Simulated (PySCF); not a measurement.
# Basis set benchmark on one molecule

Molecule: difluoroacetylene, C2F2.

Mapped SMILES: `[F:1][C:2]#[C:3][F:4]`.

Geometry PBE0-D3(BJ)/def2-SVP throughout; GIAO in PySCF, gas phase, one conformer, non-relativistic; equivalent atoms averaged; functional PBE0.

Reference values (CCSD(T)/13s9p4d3f; gas (isolated, no vibration); M. E. Harding, PhD thesis, Mainz 2008 (Harding, Lenhart, Auer, Gauss, JCP 2008, 128, 244111)): σ(F1/F4) = 475.4 ppm.

Q: How do the basis sets STO-3G, 6-31G, pcSseg-0, 6-31G*, def2-SVP, cc-pVDZ, pcSseg-1, aug-cc-pVDZ, 6-311+G(2d,p), cc-pVTZ, def2-TZVP, IGLO-III, pcSseg-2, pcSseg-3 perform against the reference? Times are CPU seconds on shared hosts with different chips, so compare them loosely.

A: 
```csv
basis set,functions,F1/F4,abs. error F,core-s
STO-3G,20,448.8,26.6,0.7
6-31G,36,450.2,25.2,1.5
pcSseg-0,36,460.5,14.9,2.6
6-31G*,56,460.8,14.6,1.9
def2-SVP,56,471.7,3.7,1.9
cc-pVDZ,56,462.7,12.7,3.7
pcSseg-1,68,459.3,16.1,1.6
aug-cc-pVDZ,92,460.2,15.2,5.6
"6-311+G(2d,p)",108,459.3,16.1,3.6
cc-pVTZ,120,458.1,17.3,7.6
def2-TZVP,124,464.0,11.4,4.3
IGLO-III,140,460.5,14.9,8.8
pcSseg-2,144,461.1,14.3,3.3
pcSseg-3,288,460.4,15.0,32
```

For $^{19}$F the closest is def2-SVP (3.7 ppm) and the furthest STO-3G (26.6 ppm). Where a smaller basis beats a larger one, errors probably cancel; the largest sets show where the functional converges. One molecule is a small sample, and the reference may use another geometry.

A small basis that lands close on one nucleus may do so by chance; judge by the trend and by all nuclei.
